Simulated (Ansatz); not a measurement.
Species: C2F3N, charge 0, singlet. C2F3N (SMILES N#CC(F)(F)F).
B3LYP-D3(BJ)/def2-TZVP minimum from Ansatz (an electronic-structure program):
```xyz
6

C      0.0001    -0.0015    -0.3215
C     -0.0004     0.0053     1.1599
F     -0.0086     1.2491    -0.7901
F      1.0896    -0.6222    -0.7811
F     -1.0802    -0.6377    -0.7817
N     -0.0008     0.0106     2.3065
```

Property: atomisation energy (electronic, to ground-state atoms), in kcal/mol. Radicals and triplets start from unrestricted determinants; spin-orbit coupling is neglected. CBS(X,Y): correlation extrapolated as X^-3, Hartree-Fock from the larger set. A bracket is a step between two methods taken in the basis named. The functionals are non-relativistic, so their misses hold any scalar relativity. 'core' is core correlation in cc-pwCVTZ, 'X2C' scalar relativity in cc-pVTZ-DK, both at CCSD(T).

CCSD(T)/CBS(cc-pVTZ,cc-pVQZ) + [CCSDT(Q) - CCSD(T)]/cc-pVDZ + core + X2C (Ansatz) gives 642.4 kcal/mol.

How far off this value is PBE/def2-TZVPD (Ansatz), in which direction, and which of these levels come nearer: r2SCAN/def2-TZVPD, PBE0/def2-TZVPD, wB97M-V/def2-TZVPD, CCSD(T)/CBS(cc-pVTZ,cc-pVQZ) + core + X2C?

PBE gives 680.3 kcal/mol, 37.9 kcal/mol above it. Differences of the others: r2SCAN/def2-TZVPD (Ansatz) -0.2; PBE0/def2-TZVPD (Ansatz) 1.3; wB97M-V/def2-TZVPD (Ansatz) 1.2; CCSD(T)/CBS(cc-pVTZ,cc-pVQZ) + core + X2C (Ansatz) -1.4 kcal/mol. Nearer than PBE: r2SCAN/def2-TZVPD, PBE0/def2-TZVPD, wB97M-V/def2-TZVPD, CCSD(T)/CBS(cc-pVTZ,cc-pVQZ) + core + X2C.
